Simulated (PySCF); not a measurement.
B3LYP has the VWN-RPA correlation part, as in Gaussian. Excitations are Tamm–Dancoff values on a coarser integration grid. The basis has no diffuse functions, so Rydberg states are missing or too high.

Cartesian coordinates (Å):
SMILES: C=CC
```xyz
9

C      1.1947    -0.6933     0.1038
C      0.3685     0.2594    -0.3042
C     -1.0658     0.3728     0.0821
H      0.8627    -1.4821     0.7722
H      2.2305    -0.7211    -0.2137
H      0.7476     1.0289    -0.9743
H     -1.2632     1.3259     0.5830
H     -1.7133     0.3438    -0.7999
H     -1.3638    -0.4351     0.7529
```
Charge 0, spin multiplicity 1.

Q: What S1–T1 gap (TDA), adiabatic ionisation energy (no zero-point term), HOMO–LUMO gap, brightest of the four lowest singlets (TDA) and LUMO does B3LYP-D3(BJ)/def2-TZVP // PBE0-D4/def2-TZVP in PySCF 2.14.0 give?

A: 
```json
{
  "S1–T1 gap (TDA)": "2.92 eV",
  "adiabatic ionisation energy (no zero-point term)": "9.53 eV",
  "HOMO–LUMO gap": "7.35 eV",
  "brightest of the four lowest singlets (TDA)": "7.97 eV",
  "LUMO": "0.20 eV"
}
```
